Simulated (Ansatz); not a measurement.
C4H5N can be A, `CC1=NC=C1`, or B, `C=C1CC1=N`.

Program: Ansatz. Geometries: PBE0-D4/def2-TZVP. ΔE: electronic, gas phase. CCSD(T)/CBS is the MP2 limit (def2-TZVPP, def2-QZVPP) plus CCSD(T) − MP2 in def2-TZVPP, frozen cores. Functionals use def2-TZVPP. B3LYP here is the variant with VWN-RPA as its local correlation; programs differ in this. One conformer a species, not always the lowest.

(1) Which isomer does CCSD(T)/CBS put lower? Give the gap. (An estimate is asked.)

(2) Give E(B) − E(A) in kcal/mol with r2SCAN-D4, B3LYP, CCSD(T)/def2-SVP, HF/def2-TZVPP, CCSD(T)/def2-TZVPP, PBE-D4, PBE0-D4. (Estimate.)

(3) Does the order hold for the free energy at 298.15 K (harmonic terms from PBE0-D4)? (Best estimate.)

Largest T1 diagnostic: 0.019.

## Answers

(1) The calculation gave: B, by 10.2 kcal/mol.

(2) Computed: r2SCAN-D4 -18.6, B3LYP -17.2, CCSD(T)/def2-SVP -11.5, HF/def2-TZVPP -14.5, CCSD(T)/def2-TZVPP -10.6, PBE-D4 -17.4, PBE0-D4 -16.5. None reverses the order clearly.

(3) Ansatz gave: Yes: G(B) − G(A) = -10.1 kcal/mol, for one conformer each.

From PBE to PBE0 (25 % exact exchange), in def2-TZVPP and without D4, E(B) − E(A) moves by +0.9 kcal/mol. At CCSD(T), def2-SVP lies −1.3 kcal/mol from the extrapolated value and def2-TZVPP −0.3 kcal/mol.
